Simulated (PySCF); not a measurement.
## Cl: ionisation energy

Cl [Ne] 3s2 3p5 (2P) → Cl⁺ [Ne] 3s2 3p4 (3P), as a difference of total energies. Computed with PySCF 2.14 in ANO-RCC-VTZP, with the spin-free X2C one-electron Hamiltonian (Gaussian nucleus). Correlated levels: valence and next inner shell: 1s2 frozen. The calculations carry no spin-orbit coupling.

```csv
method,ionisation energy (eV)
UHF,11.748
MP2 (valence and next inner shell),12.717
SCS-MP2 (valence and next inner shell),12.711
CCSD (valence and next inner shell),12.679
CCSD(T) (valence and next inner shell),12.724
```

How much does correlation contribute at CCSD(T) (valence and next inner shell)?

12.724 − (11.748) = 0.976 eV, measured against UHF.

Errors of the correlated levels include the incompleteness of this basis and the frozen core.

For comparison: 12.974 eV (measured; NIST levels, between the centres of gravity of the two terms).
